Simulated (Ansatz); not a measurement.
# C5H9N: ionisation energy by level of theory

One table from this session's results is given with a row withheld; the runs are named, their logs left out.

The runs use Ansatz 0.2.0, Gaussian basis; unrestricted cation, the program's frozen cores in correlated methods.

Levels to be run: UKS PBE-D4/def2-TZVPP; UKS r2SCAN-D4/def2-TZVPP; UKS PBE0-D4/def2-TZVPP; UKS B3LYP-D4/def2-TZVPP; UKS wB97X-V/def2-TZVPP; UKS wB97M-V/def2-TZVPP; UKS B2PLYP/def2-TZVPP; UHF-CCSD(T)/def2-TZVPP; UHF-MP2/def2-QZVPP; extrapolation to the limit; then −ε(HOMO) from the neutral's earlier runs with LDA (SPW92), PBE-D4, revPBE-D4, BLYP-D4, r2SCAN-D4, B97M-V, PBE0-D4, B3LYP-D4, r2SCANh-D4, r2SCAN0-D4, HSE06-D4, BHLYP-D4, CAM-B3LYP-D4, LC-ωPBE, ωB97X-V, ωB97M-V.

## The relaxed structure

All runs share one geometry, relaxed beforehand with PBE0-D4 in a triple-zeta def2 set.

SMILES `CC(C)(C)C#N`, 15 atoms, charge 0, spin multiplicity 1.

Atoms are counted from 1 here; the program's logs count them from 0.

Bond lengths: C1–C2 1.531 Å, C1–H7 1.092 Å, C1–H8 1.091 Å, C1–H9 1.091 Å, C2–C3 1.531 Å, C2–C4 1.531 Å, C2–C5 1.466 Å, C3–H10 1.091 Å, C3–H11 1.092 Å, C3–H12 1.091 Å, C4–H13 1.091 Å, C4–H14 1.092 Å, C4–H15 1.091 Å, C5–N6 1.150 Å. Angles: C2–C1–H7 109.2°, C2–C1–H8 111.1°, C2–C1–H9 111.1°, H7–C1–H8 108.5°, H7–C1–H9 108.5°, H8–C1–H9 108.4°, C1–C2–C3 110.4°, C1–C2–C4 110.4°, C1–C2–C5 108.6°, C3–C2–C4 110.4°, C3–C2–C5 108.6°, C4–C2–C5 108.6°, C2–C3–H10 111.1°, C2–C3–H11 109.2°, C2–C3–H12 111.1°, H10–C3–H11 108.5°, H10–C3–H12 108.4°, H11–C3–H12 108.5° and more.

Coordinates:

```xyz
15
C5H9N
C    -0.5718   -0.5610    1.2494
C    -0.0594    0.1826    0.0129
C     1.4707    0.1504   -0.0323
C    -0.6432   -0.4351   -1.2606
C    -0.4945    1.5805    0.0955
N    -0.8356    2.6769    0.1607
H    -0.2538   -1.6049    1.1993
H    -1.6615   -0.5333    1.3006
H    -0.1732   -0.1214    2.1651
H     1.8492    0.6892   -0.9025
H     1.8073   -0.8871   -0.0939
H     1.8996    0.6008    0.8643
H    -0.2967    0.0954   -2.1489
H    -0.3250   -1.4777   -1.3336
H    -1.7340   -0.4064   -1.2466
```

The first run:

Input file in.yaml:

```yaml
crystal:
  periodic: [false, false, false]
  atoms:
    - {symbol: C, position_ang: [-0.571816, -0.560970, 1.249363]}
    - {symbol: C, position_ang: [-0.059400, 0.182614, 0.012921]}
    - {symbol: C, position_ang: [1.470704, 0.150433, -0.032341]}
    - {symbol: C, position_ang: [-0.643240, -0.435132, -1.260584]}
    - {symbol: C, position_ang: [-0.494520, 1.580505, 0.095504]}
    - {symbol: N, position_ang: [-0.835630, 2.676936, 0.160660]}
    - {symbol: H, position_ang: [-0.253763, -1.604916, 1.199253]}
    - {symbol: H, position_ang: [-1.661450, -0.533278, 1.300621]}
    - {symbol: H, position_ang: [-0.173236, -0.121366, 2.165103]}
    - {symbol: H, position_ang: [1.849182, 0.689209, -0.902499]}
    - {symbol: H, position_ang: [1.807281, -0.887072, -0.093901]}
    - {symbol: H, position_ang: [1.899648, 0.600791, 0.864255]}
    - {symbol: H, position_ang: [-0.296654, 0.095415, -2.148894]}
    - {symbol: H, position_ang: [-0.325039, -1.477684, -1.333553]}
    - {symbol: H, position_ang: [-1.733965, -0.406386, -1.246606]}
basis:
  gaussian: {orbitals: def2-TZVPP}
total_charge: 1
magnetization: {spin_polarized: true, initial_magnetization: 1}
hamiltonian: {xc: pbe, dispersion: d4}
```

Started as:

```sh
> ansatz run in.yaml --threads 2 --pin off --events-out ev --progress --plain --max-ram 32768MiB --backend cuda --devices 0, --max-vram 18GiB
```

Among the steps run: Cation, UKS PBE-D4/def2-TZVPP; Cation, UKS r2SCAN-D4/def2-TZVPP; Cation, UKS PBE0-D4/def2-TZVPP; Cation, UKS B3LYP-D4/def2-TZVPP; Cation, UKS wB97X-V/def2-TZVPP; Cation, UKS wB97M-V/def2-TZVPP; Cation, UKS B2PLYP (frozen core)/def2-TZVPP; Cation, UHF-CCSD(T)/def2-TZVPP; Cation, UHF-MP2/def2-QZVPP.

One of the session's tables, all rows but one given; the rest of the session is left out.

It belongs to the step «Ionisation energies side by side». For comparison, −ε(HOMO) of the neutral from earlier runs:

| functional | −ε(HOMO) (eV) |
| --- | --- |
| LDA (SPW92) | 8.04 |
| PBE-D4 | 7.84 |
| revPBE-D4 | 7.76 |
| BLYP-D4 | 7.70 |
| r2SCAN-D4 | 8.10 |
| B97M-V | 8.14 |
| PBE0-D4 | 9.18 |
| B3LYP-D4 | 8.94 |
| r2SCANh-D4 | 8.60 |
| r2SCAN0-D4 | 9.36 |
| HSE06-D4 | 8.77 |
| BHLYP-D4 | 10.39 |
| CAM-B3LYP-D4 | 10.61 |
| LC-ωPBE | 12.04 |
| ωB97X-V | ? |
| ωB97M-V | 11.51 |

Q: Estimate the row for ωB97X-V from the others.

The run gave: −ε(HOMO) (eV): 11.62. In the column «−ε(HOMO) (eV)» it lies between ωB97M-V (11.51) and LC-ωPBE (12.04).
